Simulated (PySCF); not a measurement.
Molecule: hydrazinium(1+) (N[NH3+], [H5N2]+).

Bonds (- single, = double, # triple, : aromatic): N1-N2. N1 carries H3, H4; N2 carries H5, H6, H7. Formal charges: N2 +1.

Total charge +1.

Frames of a GFN2-xTB Langevin trajectory at 300 K; GIAO PBE0/pcSseg-1 shieldings in PySCF 2.14.0 with density-fitted response routines, gas phase, non-relativistic; equivalent atoms averaged within each frame.

Scale: NH3 for $^{15}$N (σref 267.73); $^{1}$H (σref 31.72) against TMS (reference shieldings calculated alike). The references are static minima.

Problem. How do the shifts (ppm) fluctuate along the trajectory?

Solution. 
```
         time (fs)    N2     N1  H5/H6/H7  H3/H4
optimised geometry  77.1   81.1      6.73   4.59
               250  64.6   55.6      5.87   3.26
               425  82.3  116.3      6.96   5.83
               625  75.5   78.2      6.60   3.98
               800  79.1   79.8      7.41   3.98
              1000  77.8   73.8      6.82   4.57
    mean of frames  75.9   80.7      6.73   4.32
standard deviation   6.8   22.1      0.57   0.96
```

5 frames give an uncertainty of the mean of about the standard deviation over 2.2 at best, since frames this close in time may not be independent; classical motion lacks zero-point vibration, and the reference would need the same averaging.
